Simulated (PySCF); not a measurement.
A GIAO shielding run with PySCF (density fitting, non-relativistic, gas phase) on `FC(F)(F)S`, CHF3S:

```
$ OMP_NUM_THREADS=1 python probes_run.py task.json out

{"job": {"kind": "nmr", "xc": "PBE0", "basis": "pcSseg-2"}, "charge": 0, "multiplicity": 1}
F      0.822607    -0.910053     0.751996
C     -0.226301    -0.310687     0.188152
F     -0.773318     0.470502     1.119755
F     -1.112459    -1.247718    -0.141295
S      0.211008     0.595004    -1.309950
H      1.064813     1.402937    -0.661325
```

Hardware: 1 thread of an Arm Neoverse V1, shared host. The job also computes population analyses, field gradients.

**Question.** How large is the calculation?

**Answer.** 50 electrons, 201 basis functions and 581 auxiliary functions.

**Question.** How long does it take, and how much memory does it need?

**Answer.** 15 s of wall time, with 13 SCF cycles and 5 response iterations; peak memory 0.86 GiB. Times on a shared host scatter by some tens of per cent.

**Question.** And these other runs on the same molecule and hardware: GIAO shielding at B97-2/pcSseg-2; GIAO shielding at KT3/pcSseg-2; GIAO shielding at wB97X-D/pcSseg-2?

**Answer.** B97-2/pcSseg-2: 201 functions, 12 s; KT3/pcSseg-2: 201 functions, 17 s; wB97X-D/pcSseg-2: 201 functions, 19 s.
